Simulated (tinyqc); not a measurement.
A ladder of methods, and size consistency: correlation methods against full CI in the sto-3g basis, for H2O, spin multiplicity 1. Computed by the program tinyqc with PySCF. Command: `OMP_NUM_THREADS=1 python tinyqc.py 114044 114045 out.jsonl`; one thread of a shared host (Intel(R) Xeon(R) Processor @ 2.60GHz), about 1 s.

Geometry (angstrom):
```
atom,x,y,z
O,0.0000,0.0000,0.0000
H,0.0000,0.7840,0.4670
H,0.0000,-0.7840,0.4670
```

RHF energy of one = -74.940755 hartree

All electrons correlated; +Q is the Davidson correction (1 - c0^2) E_corr. The last columns treat two copies 100 angstrom apart as one system. FCI is the lowest singlet.

Correlation energies (hartree):
```
method,E_corr of one,share of FCI (%),E_corr of two at 100 angstrom,two minus twice one (mhartree)
MP2,-0.03045,72.048,-0.06090,0.000
CISD,-0.04175,98.787,-0.08186,1.631
CISD+Q,-0.04260,100.797,-0.08499,0.199
CCSD,-0.04213,99.691,-0.08426,0.000
CCSD(T),-0.04221,99.893,-0.08443,0.000
FCI,-0.04226,100.000,-,-
```

MP2 recovers 72 %, CISD 98.8 % and CCSD 99.7 % of the FCI value (c0^2 = 0.980 in CISD). MP2 and coupled cluster are size consistent, so their last column vanishes; CISD loses 1.63 mhartree, since a double excitation on each copy is a quadruple of the pair, and the Davidson correction leaves +0.20.
